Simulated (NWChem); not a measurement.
System: pyridine (C5H5N); SMILES c1cnccc1

Input file for NWChem:

```
start job
memory heap 200 mb stack 700 mb global 900 mb
geometry units angstroms noautosym nocenter noautoz
  C     -0.004431     1.379291     0.000000
  C     -1.199189     0.663427     0.000000
  C     -1.136341    -0.730605     0.000000
  N      0.004590    -1.415049     0.000000
  C      1.141078    -0.723251     0.000000
  C      1.194928     0.671157     0.000000
  H     -0.007960     2.472484     0.000000
  H     -2.165593     1.172680     0.000000
  H     -2.059843    -1.322059     0.000000
  H      2.068381    -1.308731     0.000000
  H      2.158028     1.186633     0.000000
end
basis spherical
  C library def2-svp
  N library def2-svp
  H library def2-svp
end
dft
  xc b3lyp
  iterations 150
end
cosmo
  dielec 1.5
end
task dft energy
```

The geometry was optimised at PBE0/def2-SVP.

Level: B3LYP/def2-SVP with COSMO at NWChem's default radii, gas-phase geometry; the question gives the dielectric constant.

Problem. Give the results of this calculation. (B3LYP/def2-SVP, COSMO on the gas-phase geometry.) Quantities: electrostatic solvation energy (kcal/mol); dipole in solution (D).

Solution. 
```json
{
 "electrostatic solvation energy (kcal/mol)": "-1.3",
 "dipole in solution (D)": "2.34"
}
```
